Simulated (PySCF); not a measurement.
Computed with PySCF with B3LYP-D3(BJ)/def2-TZVP. Gas-phase values, no solvent. One relaxed conformer stands for a flexible species; it need not be the lowest. B3LYP has the VWN-RPA correlation part, as in Gaussian. Excitations are Tamm–Dancoff values on a coarser integration grid. The basis has no diffuse functions, so Rydberg states are missing or too high.

Reference species (SMILES): `CC` (neutral, multiplicity 1).

| Quantity | Result |
|---|---|
| S1–T1 gap (TDA) | 0.35 eV |
| HOMO | -9.41 eV |
| HOMO–LUMO gap | 10.47 eV |

After one change: the S1–T1 gap (TDA) falls by 0.07 eV; the HOMO increases by 0.58 eV; the HOMO–LUMO gap falls by 0.70 eV.

What was changed between the two runs? The new species is one of these.
A) `CCBr`
B) `CCCC` (C–C–C–C torsion 180°)
C) `CCC(N)=O` (C–C–C–O torsion 25°)
D) `CCC(C)=O` (C–C–C–O torsion 7°)

B, `CCCC` (C–C–C–C torsion 180°)
